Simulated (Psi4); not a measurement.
**CH3S− (SMILES C[S-]) at 3 levels**

Wanted: a comparison of 3 runs (HF/aug-cc-pVDZ-DK, MP2/aug-cc-pVTZ-DK) of CH3S−. 

The calculation is run with Psi4 1.11.

2 further runs of the same task are left out: 1 that didn't finish, 1 set aside as unsound or not needed.

## 1. The structure to begin with

CH3S−: 5 atoms, total charge -1, spin state singlet. As SMILES, `C[S-]`. The shape is that of a GFN2-xTB optimisation.

Bond lengths: C1–S2 1.805 Å, C1–H3 1.097 Å, C1–H4 1.096 Å, C1–H5 1.097 Å. Angles: S2–C1–H3 110.5°, S2–C1–H4 110.5°, S2–C1–H5 110.5°, H3–C1–H4 108.4°, H3–C1–H5 108.4°, H4–C1–H5 108.4°.

## 2. The charge distribution at HF/aug-cc-pVDZ-DK (density fitting) (run 1)

File ch3s.xyz:

```xyz
5
CH3S
C     -0.112660     0.025830     0.060890
S      1.442490    -0.332230    -0.782910
H     -0.264190    -0.667200     0.897190
H     -0.956990    -0.075470    -0.630950
H     -0.108640     1.049080     0.455770
```

File job.py:

```python
import psi4

psi4.set_memory('1600 MB')
psi4.set_num_threads(1)
psi4.core.set_output_file('output.dat', False)

with open('ch3s.xyz') as f:
    atoms = ''.join(f.readlines()[2:])
m = psi4.geometry('-1 1\n' + atoms + 'symmetry c1')

psi4.set_options({
    'basis': 'aug-cc-pVDZ-DK',
    'reference': 'rhf',
    'scf_type': 'df',
})

e_tot, wfn = psi4.energy("hf", molecule=m, return_wfn=True)
psi4.oeprop(wfn, "WIBERG_LOWDIN_INDICES", "NO_OCCUPATIONS", "QUADRUPOLE", "ESP_AT_NUCLEI", "MULTIPOLE(3)")
print(f'hf energy: {e_tot:.10f} Eh')
```

Run with:

```console
$ python job.py
```

output.dat:

```text
[...]
  Running in c1 symmetry.
[...]
  Nuclear repulsion =   48.224387906785402
[...]
  Multiplicity = 1
[...]
  Nalpha       = 13
  Nbeta        = 13
[...]
    Number of basis functions: 77
[...]
   @DF-RHF iter   1:  -436.78260216120970   -5.48062e-01   4.99927e-03 DIIS/ADIIS
[...]
   @DF-RHF iter   8:  -436.89489060492303   -5.40319e-08   4.27597e-07 DIIS
[...]
    Orbital Energies [Eh]
    ---------------------
    Doubly Occupied:
       1A    -91.466198     2A    -11.050242     3A     -8.643221
       4A     -6.332587     5A     -6.329700     6A     -6.329700
       7A     -0.786983     8A     -0.575122     9A     -0.373263
      10A     -0.373034    11A     -0.233357    12A     -0.081109
      13A     -0.081096
[...]
  @DF-RHF Final Energy:  -436.89489060492303
   => Energetics <=
    Nuclear Repulsion Energy =             48.2243879067854024
    One-Electron Energy =                -704.9273366226955204
    Two-Electron Energy =                 219.8080581109870479
    Total Energy =                       -436.8948906049230345
[...]
 Multipole Moments:
 ------------------------------------------------------------------------------------
     Multipole            Electronic (a.u.)      Nuclear  (a.u.)        Total (a.u.)
 ------------------------------------------------------------------------------------
 L = 1.  Multiply by 2.5417464519 to convert [e a0] to [Debye]
 Dipole X            :          2.7723080           -3.8318518           -1.0595438
 Dipole Y            :         -0.6388500            0.8827397            0.2438897
 Dipole Z            :         -1.5053353            2.0801398            0.5748045
 Magnitude           :                                                    1.2298437
 L = 2.  Multiply by 1.3450342976 to convert [e a0^2] to [Debye ang]
 Quadrupole XX       :        -81.2507135           59.8719303          -21.3787832
 Quadrupole XY       :         12.6599933          -12.4867994            0.1731940
[...]
```

Standard output:

```text
hf energy: -436.8948906049 Eh
```

It took 2.5 s on 1 thread of Intel Xeon Platinum 8259CL at 2.50GHz (Skylake/Cascade Lake), shared host; peak memory 0.26 GiB.

## 3. Energy and one-electron properties at HF/aug-cc-pVDZ-DK (sfX2C, density fitting with cc-pvqz-jkfit) (run 2)

File ch3s.json:

```json
{
  "schema_name": "qcschema_input",
  "schema_version": 1,
  "molecule": {
    "schema_name": "qcschema_molecule",
    "schema_version": 2,
    "symbols": ["C", "S", "H", "H", "H"],
    "geometry": [-0.21289655, 0.04881163, 0.11506542, 2.72591104, -0.62782371, -1.47948548, -0.49924674, -1.26082527, 1.69544338, -1.808449, -0.14261763, -1.1923227, -0.20529985, 1.98247388, 0.86128048],
    "molecular_charge": -1,
    "molecular_multiplicity": 1,
    "fix_symmetry": "c1"
  },
  "driver": "energy",
  "model": {
    "method": "hf",
    "basis": "aug-cc-pVDZ-DK"
  },
  "keywords": {
    "reference": "rhf",
    "scf_type": "df",
    "e_convergence": 1e-05,
    "df_basis_scf": "cc-pvqz-jkfit",
    "relativistic": "x2c",
    "scf_properties": ["WIBERG_LOWDIN_INDICES", "NO_OCCUPATIONS", "QUADRUPOLE", "ESP_AT_NUCLEI", "MULTIPOLE(3)"]
  }
}
```

Run with:

```console
$ psi4 --qcschema ch3s.json -n 1 --memory 1600MB
```

stdout:

```text
[...]
  Running in c1 symmetry.
[...]
  Nuclear repulsion =   48.224387898574179
[...]
  Multiplicity = 1
[...]
  Nalpha       = 13
  Nbeta        = 13
[...]
    Number of basis functions: 77
[...]
    WARNING: The X2C and Dirac Hamiltonians have substatially different eigenvalues!
             This is probably caused by the recontraction of the basis set.
[...]
   @DF-RHF iter   1:  -438.13228026719349   -5.53096e-01   5.02660e-03 DIIS/ADIIS
[...]
   @DF-RHF iter   8:  -438.24631308833750   -5.34627e-08   4.07064e-07 DIIS
[...]
    Orbital Energies [Eh]
    ---------------------
    Doubly Occupied:
       1A    -91.951917     2A    -11.057002     3A     -8.712779
       4A     -6.345504     5A     -6.342504     6A     -6.342504
       7A     -0.788569     8A     -0.579238     9A     -0.373389
      10A     -0.373160    11A     -0.233783    12A     -0.081220
      13A     -0.081207
[...]
  @DF-RHF Final Energy:  -438.24631308833750
   => Energetics <=
    Nuclear Repulsion Energy =             48.2243878985741787
    One-Electron Energy =                -706.4158491573327865
    Two-Electron Energy =                 219.9451481704211346
    Total Energy =                       -438.2463130883375015
[...]
 Multipole Moments:
 ------------------------------------------------------------------------------------
     Multipole            Electronic (a.u.)      Nuclear  (a.u.)        Total (a.u.)
 ------------------------------------------------------------------------------------
 L = 1.  Multiply by 2.5417464519 to convert [e a0] to [Debye]
 Dipole X            :          2.7688987           -3.8318518           -1.0629531
 Dipole Y            :         -0.6380641            0.8827397            0.2446756
 Dipole Z            :         -1.5034834            2.0801398            0.5766565
 Magnitude           :                                                    1.2338023
 L = 2.  Multiply by 1.3450342976 to convert [e a0^2] to [Debye ang]
 Quadrupole XX       :        -81.2615274           59.8719305          -21.3895969
 Quadrupole XY       :         12.6547639          -12.4867995            0.1679645
[...]
```

The result, in JSON:

```text
{
 "driver": "energy",
 "model": {
  "method": "hf",
  "basis": "aug-cc-pVDZ-DK"
 },
 "success": true,
 "return_result": -438.2463130883375,
 "properties": {
  "calcinfo_nbasis": 77,
  "calcinfo_nmo": 77,
  "calcinfo_nalpha": 13,
  "calcinfo_nbeta": 13,
  "calcinfo_natom": 5,
  "nuclear_repulsion_energy": 48.22438789857418,
  "return_energy": -438.2463130883375,
  "scf_one_electron_energy": -706.4158491573328,
  "scf_two_electron_energy": 219.94514817042113,
  "scf_dipole_moment": [-1.0629531133585535, 0.24467561250348646, 0.5766564798828364],
  "scf_total_energy": -438.2463130883375,
  "scf_iterations": 8
 }
}
```

Run time: 2.8 s. Hardware: 1 thread of Intel Xeon Platinum 8259CL at 2.50GHz (Skylake/Cascade Lake), shared host; peak memory 0.28 GiB.

## 4. The energy at MP2/aug-cc-pVTZ-DK (DKH2, density fitting, density fitting for correlation, IEF-PCM methanol) (run 3)

File calc.py:

```python
import psi4

psi4.set_memory('1600 MB')
psi4.set_num_threads(1)
psi4.core.set_output_file('psi4.out', False)

molecule = psi4.geometry("""
-1 1
C     -0.112660     0.025830     0.060890
S      1.442490    -0.332230    -0.782910
H     -0.264190    -0.667200     0.897190
H     -0.956990    -0.075470    -0.630950
H     -0.108640     1.049080     0.455770
symmetry c1
no_reorient
no_com
""")

psi4.set_options({
    'freeze_core': True,
    'mp2_type': 'df',
    'relativistic': 'dkh',
    'dkh_order': 2,
    'pcm': True,
})
psi4.pcm_helper("""
  Units = Angstrom
  Medium {
    SolverType = IEFPCM
    Solvent = Methanol
  }
  Cavity {
    Type = GePol
    RadiiSet = UFF
    Scaling = False
    Area = 0.3
    Mode = Implicit
  }
""")

result, w = psi4.energy("mp2/aug-cc-pVTZ-DK", return_wfn=True)
print(f'mp2/aug-cc-pVTZ-DK energy: {result:.10f} Eh')
for k, v in sorted(psi4.core.scalar_variables().items()):
    print(f'{k:45s} {v:18.10f}')
```

Run with:

```console
$ python calc.py
```

psi4.out:

```text
[...]
  Running in c1 symmetry.
[...]
  Nuclear repulsion =   48.224387906785402
[...]
  Multiplicity = 1
[...]
  Nalpha       = 13
  Nbeta        = 13
[...]
    Number of basis functions: 165
[...]
   @DF-RHF iter   1:  -438.27723699284019   -7.02482e-01   2.42850e-03 DIIS/ADIIS
[...]
   @DF-RHF iter  10:  -438.38135064174793   -2.60343e-11   3.74546e-09 DIIS
[...]
    Orbital Energies [Eh]
    ---------------------
    Doubly Occupied:
       1A    -92.146491     2A    -11.222386     3A     -8.908543
       4A     -6.540446     5A     -6.538941     6A     -6.538941
       7A     -0.969497     8A     -0.770651     9A     -0.547267
      10A     -0.547044    11A     -0.427125    12A     -0.290664
      13A     -0.290648
[...]
  @DF-RHF Final Energy:  -438.38135064174793
   => Energetics <=
    Nuclear Repulsion Energy =             48.2243879067854024
    One-Electron Energy =                -707.0155853033236326
    Two-Electron Energy =                 220.5266652861990053
    PCM Polarization Energy =              -0.1168185314086641
    Total Energy =                       -438.3813506417479289
[...]
 Multipole Moments:
 ------------------------------------------------------------------------------------
     Multipole            Electronic (a.u.)      Nuclear  (a.u.)        Total (a.u.)
 ------------------------------------------------------------------------------------
 L = 1.  Multiply by 2.5417464519 to convert [e a0] to [Debye]
 Dipole X            :        -43.0880565           39.8242018           -3.2638547
 Dipole Y            :          9.9252007           -9.1732786            0.7519221
 Dipole Z            :         23.3888557          -21.6169740            1.7718817
 Magnitude           :                                                    3.7891555
[...]
```

Standard output:

```text
mp2/aug-cc-pVTZ-DK energy: -438.7568870696 Eh
CURRENT CORRELATION ENERGY                         -0.3755364278
CURRENT ENERGY                                   -438.7568870696
CURRENT REFERENCE ENERGY                         -438.3813506417
CUSTOM SCS-MP2 CORRELATION ENERGY                  -0.3772092514
CUSTOM SCS-MP2 TOTAL ENERGY                      -438.7585598931
DD SOLVATION ENERGY                                 0.0000000000
HF KINETIC ENERGY                                 445.1685203868
HF POTENTIAL ENERGY                              -883.5498710285
HF TOTAL ENERGY                                  -438.2645321103
MP2 CORRELATION ENERGY                             -0.3755364278
MP2 DOUBLES ENERGY                                 -0.3755364278
MP2 OPPOSITE-SPIN CORRELATION ENERGY               -0.2908043563
MP2 SAME-SPIN CORRELATION ENERGY                   -0.0847320715
MP2 SINGLES ENERGY                                 -0.0000000000
MP2 TOTAL ENERGY                                 -438.7568870696
NUCLEAR REPULSION ENERGY                           48.2243879068
ONE-ELECTRON ENERGY                              -707.0155853033
PCM POLARIZATION ENERGY                            -0.1168185314
PE ENERGY                                           0.0000000000
SCF ITERATION ENERGY                             -438.3813506417
SCF ITERATIONS                                     10.0000000000
SCF TOTAL ENERGY                                 -438.3813506417
SCS-MP2 CORRELATION ENERGY                         -0.3772092514
SCS-MP2 TOTAL ENERGY                             -438.7585598931
TWO-ELECTRON ENERGY                               220.5266652862
```

Run time: 13 s. Hardware: 1 thread of Intel Xeon Platinum 8259CL at 2.50GHz (Skylake/Cascade Lake), shared host; peak memory 0.37 GiB.

## 5. Overview of the runs

```csv
run,level,integral approximation,SCF convergence threshold,energy (Eh),HOMO energy (eV),LUMO energy (eV),HOMO–LUMO gap (eV),wall time
1,HF/aug-cc-pVDZ-DK (density fitting),program's default,–,-436.894891,-2.21,4.17,6.38,2.5 s
2,"HF/aug-cc-pVDZ-DK (sfX2C, density fitting with cc-pvqz-jkfit)",cc-pvqz-jkfit,1e-05,-438.246313,-2.21,4.14,6.35,2.8 s
3,"MP2/aug-cc-pVTZ-DK (DKH2, density fitting, density fitting for correlation, IEF-PCM methanol)",program's default,–,-438.756887,-7.91,1.15,9.06,13 s
```

## 6. Summary of results

```
                                                    quantity          value
                                         run 3: total energy  -438.75689 Eh
                  run 3: HOMO energy (Hartree–Fock orbitals)       -7.91 eV
                  run 3: LUMO energy (Hartree–Fock orbitals)        1.15 eV
run 3: HOMO–LUMO gap (to an unbound level, set by the basis)        9.06 eV
          run 3: correlation energy (6 core orbitals frozen)     -375.5 mEh
                           run 3: solvent term in the energy  -306.7 kJ/mol
```

**Reading.** Some runs of one species differ in core potentials or relativity; totals across that change don't compare. In run 1 relativity is left out where basis or elements ask for it. All runs together took 19 s, the longest 13 s.
